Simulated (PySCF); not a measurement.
# Basis-set dependence of excited states

Species: C4H8FN.
SMILES with atom numbers: `[CH3:1][C@@H:2]1[NH:3][CH2:4][C@H:5]1[F:6]` (hydrogens: H7, H8, H9 on C1; H10 on C2; H11 on N3; H12, H13 on C4; H14 on C5)

TDDFT with PBE0 (PySCF), vertical singlets, core orbitals frozen in the response, spherical d and f functions. Geometry: PBE0-D3(BJ)/def2-SVP; no solvent, vibrations or thermal averaging.

**Question.** How do the low singlets change with the basis? Take 6-31G*, def2-SVP, def2-SVPD and def2-TZVP.

**Answer.** 

| basis | functions | diffuse | S1 (eV) | S2 (eV) | S3 (eV) | S4 (eV) | S5 (eV) | LUMO (eV) | α (au) |
| --- | --- | --- | --- | --- | --- | --- | --- | --- | --- |
| 6-31G* | 100 | no | 7.05 | 7.63 | 8.20 | 8.67 | 9.14 | 2.36 | 47.0 |
| def2-SVP | 124 | no | 6.47 | 7.27 | 7.70 | 7.98 | 8.43 | 1.55 | 48.1 |
| def2-SVPD | 187 | yes | 5.97 | 6.55 | 6.79 | 7.15 | 7.48 | 0.63 | 56.0 |
| def2-TZVP | 234 | no | 6.14 | 6.86 | 7.18 | 7.50 | 7.95 | 0.98 | 54.5 |

States are compared by their number. Against the only diffuse basis here (def2-SVPD, itself not a converged limit), sets without diffuse functions differ by up to 1.08 eV in S1 and 1.66 eV in S5. State by state, the largest deviation of a set without diffuse functions is S1 1.08, S2 1.08, S3 1.41, S4 1.52, S5 1.66 eV. The same number needn't mean the same state in each row. Against def2-SVPD the polarisability deviates by -16% in 6-31G*, -14% in def2-SVP, -3% in def2-TZVP.
